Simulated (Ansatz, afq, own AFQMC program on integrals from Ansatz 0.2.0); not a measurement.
# Atomization energy of SiH₂, singlet

```csv
atom,x (Å),y (Å),z (Å)
Si,0.0000,-0.0715,0.0000
H,0.0000,0.9958,-1.0900
H,0.0000,0.9958,1.0900
```

Atoms in their ground-state spins without spin–orbit coupling (mostly on UHF) minus the molecule (RHF), without zero-point energy. The geometry is a stationary point, not shown to be a minimum.

Basis cc-pVTZ. Only valence electrons are correlated. AFQMC by an in-house program on the Cholesky factors that Ansatz 0.2.0 writes for its CCSD(T) run. The CISD trial takes its coefficients from CCSD amplitudes. Released means that phaseless walkers are propagated on without the constraint, phases kept. Uncertainties: one standard error, sampling alone. The errors of all members are added in quadrature.

No full CI on the walks' own integrals is used here; CCSDT(Q) serves as the reference and is uncertain by about the last step of the cluster series. Each member takes its own surest rung, up to full CI.

The best estimate is CCSD(T) at the basis-set limit (CBS: def2-TZVPP and def2-QZVPP, with their diffuse functions for anions and beside diffuse sets, CCSD(T) itself extrapolated) plus the step from CCSD(T) to CCSDT(Q) in cc-pVTZ. Rows without CBS are in cc-pVTZ; B2PLYP and the wave-function rows carry a basis error of their own. Core correlation and relativity beyond core potentials are missing, and ± holds the sampling alone.

Cautions: SiH₂ (singlet): higher spins were not checked, restricted determinant unstable towards unrestricted (UHF 111 meV lower, ⟨S²⟩ 0.41).

```tsv
level	atomization energy (kJ/mol)
MP2	597.0
CCSD	621.4
HF	457.1
```

Question: From these cheaper values, estimate the atomization energy at the level of the best estimate.

Answer: 644.5 kJ/mol (best estimate, highest rung CCSDT(Q)).

```tsv
level	atomization energy (kJ/mol)	error against the best estimate (kJ/mol)
CCSD(T)	624.7	-19.8
CCSDT	624.8	-19.7
CCSDT(Q)	625.0	-19.5
ph-AFQMC/CISD	625.5 ± 0.8	-19.0 ± 0.8
released AFQMC	625.8 ± 0.9	-18.8 ± 0.9
HF/CBS	462.5	-182.0
MP2/CBS	618.7	-25.9
CCSD(T)/CBS	644.3	-0.3
PBE	616.7	-27.9
PBE0	613.2	-31.3
B3LYP	639.8	-4.8
wB97M-V	647.3	2.7
B2PLYP	627.8	-16.8
```

Correlation beyond CCSD(T) adds 0.3 kJ/mol. Going to the basis-set limit adds 19.6 kJ/mol at CCSD(T). The perturbative (T) step is worth +3.3 kJ/mol. The functionals spread over 34.1 kJ/mol; wB97M-V and B3LYP come nearest and PBE0 is 31.3 kJ/mol too low.

Best estimates are given only where the step beyond CCSD(T) is under 0.3 eV and no member's determinant is very poor (T1 over 0.05, or 0.07 for open shells, ⟨S²⟩ too high by 0.3, two states mixed), so the hardest cases are missing from such tables.

The functionals ran in a triple-zeta set and keep a basis error of their own, a few kJ/mol for each bond in atomization energies and more for double hybrids, so close places among them and the extrapolated levels can swap.

CCSDT and higher add their correlation energy to the determinant of the CCSD(T) run, since their own runs factorise the integrals more tightly (a shift of under 2 meV). Each member of a difference takes its own highest rung, so a best estimate needn't equal the limit plus the step of one row. A walk keeps the symmetry of its determinant, which the program's search chose and which needn't be the lowest solution, so a lower state of the same spin and another symmetry isn't excluded. Released energies are given only where the last usable release times agree within the noise; a slower fall can still hide under it.
